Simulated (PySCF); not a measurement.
B3LYP has the VWN-RPA correlation part, as in Gaussian. Delta-SCF ions had no search for a lower state. Excitations are Tamm–Dancoff values on a coarser integration grid. The basis has no diffuse functions, so Rydberg states are missing or too high.

**C3H9N, SMILES `CN(C)C` (charge 0, multiplicity 1)**

Calculation: B3LYP-D3(BJ)/def2-TZVP in PySCF.

```json
{
 "HOMO": "-5.92 eV",
 "dipole_moment": "0.49 D",
 "LUMO": "0.85 eV",
 "HOMO–LUMO gap": "6.77 eV",
 "S1 excitation (TDA)": "5.81 eV",
 "S1 oscillator strength": "0.046",
 "T1 excitation (TDA)": "5.61 eV",
 "S1–T1 gap (TDA)": "0.20 eV",
 "vertical ionisation energy (Delta-SCF)": "8.34 eV",
 "total_energy": "-174.5581 Ha",
 "cost": "roughly 110 core-seconds"
}
```

Bonded distances (Å): C1–N2 1.451, C1–H5 1.091, C1–H6 1.105, C1–H7 1.091, N2–C3 1.451, N2–C4 1.451, C3–H8 1.091, C3–H9 1.091, C3–H10 1.105, C4–H11 1.091, C4–H12 1.105, C4–H13 1.091. Bond angles (°): N2–C1–H5 109.8, N2–C1–H6 112.8, N2–C1–H7 109.8, H5–C1–H6 108.0, H5–C1–H7 108.2, H6–C1–H7 108.0, C1–N2–C3 111.6, C1–N2–C4 111.6, C3–N2–C4 111.6, N2–C3–H8 109.8, N2–C3–H9 109.8, N2–C3–H10 112.8, H8–C3–H9 108.2, H8–C3–H10 108.0, H9–C3–H10 108.0, N2–C4–H11 109.8, N2–C4–H12 112.8, N2–C4–H13 109.8, H11–C4–H12 108.0, H11–C4–H13 108.2, H12–C4–H13 108.0.
Charge 0, spin multiplicity 1.
